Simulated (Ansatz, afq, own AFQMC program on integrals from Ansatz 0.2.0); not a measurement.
CH₄Cl₂OSeSi, singlet in def2-SVP, levels against AFQMC with the constraint released

| atom | x (Å) | y (Å) | z (Å) |
| --- | --- | --- | --- |
| C | 0.6050 | -1.5099 | 0.0175 |
| O | 0.4726 | -0.3168 | -0.7190 |
| Si | -0.6082 | 0.8823 | -0.4447 |
| Cl | -2.5325 | 0.1698 | -0.5881 |
| Cl | -0.2612 | 2.2535 | -1.9196 |
| Se | -0.4665 | 1.7742 | 1.6297 |
| H | 1.4665 | -2.0630 | -0.3820 |
| H | -0.2949 | -2.1400 | -0.0789 |
| H | 0.7792 | -1.3064 | 1.0881 |
| H | 0.9232 | 2.2051 | 1.4000 |

Basis def2-SVP. Noble-gas cores (and the filled d shells of Ga–Kr and In–Xe) are frozen. Integrals, coupled cluster, full CI and functionals: Ansatz 0.2.0; the random walks run on the same integrals in our own AFQMC program. The CISD trial takes its coefficients from CCSD amplitudes. Released means that phaseless walkers are propagated on without the constraint, phases kept. ± is one standard error of the sampling. No spin–orbit coupling.

Determinant: RHF, the one that the program's search chose, which needn't be the lowest solution. The geometry is a PBE0/def2-SVP stationary point of this or a neighbouring charge and spin state.

No full CI on the walks' own integrals is used here. The released AFQMC energy serves as the reference, which it does only where one determinant dominates, the energy is flat over the last release times and near the phaseless one (40 meV or 2 meV an electron, half that with transition metals). On small molecules, where full CI could be run and the noise was under 10 meV, such values lay within 10 meV of it in 19 cases of 20, a flattering rate, since the rule was set on those same cases; what remains of the bias isn't in the error bar.

Cautions: no relativity below Rb; no spin-orbit coupling; inner d shell frozen; the released value is read at 0.63 1/Eh with a noise of 21 meV, more than in the cases checked, later times being too noisy (meV from the phaseless value at times in 1/Eh: -5 ± 11 at 0.21, -31 ± 17 at 0.42, -28 ± 21 at 0.63, -14 ± 24 at 0.90).

The T1 diagnostic is 0.0104, the weight of the determinant in the CISD state is 0.743 and the size of the correlated space is 38 electrons in 103 orbitals.

Reference: AFQMC with the constraint released, correlation energy -24.040 ± 0.021 eV.

| level | E − E(reference) (kJ/mol) | share of correlation (%) |
| --- | --- | --- |
| HF | 2319.5 ± 2.0 | 0.00 |
| MP2 | 224.1 ± 2.0 | 90.34 |
| CCSD | 69.0 ± 2.0 | 97.02 |
| CCSD(T) | 10.9 ± 2.0 | 99.53 |
| ph-AFQMC/CISD | 2.7 ± 2.3 | 99.88 |

Released energies are given only where the last usable release times agree within the noise; a slower fall can still hide under it.
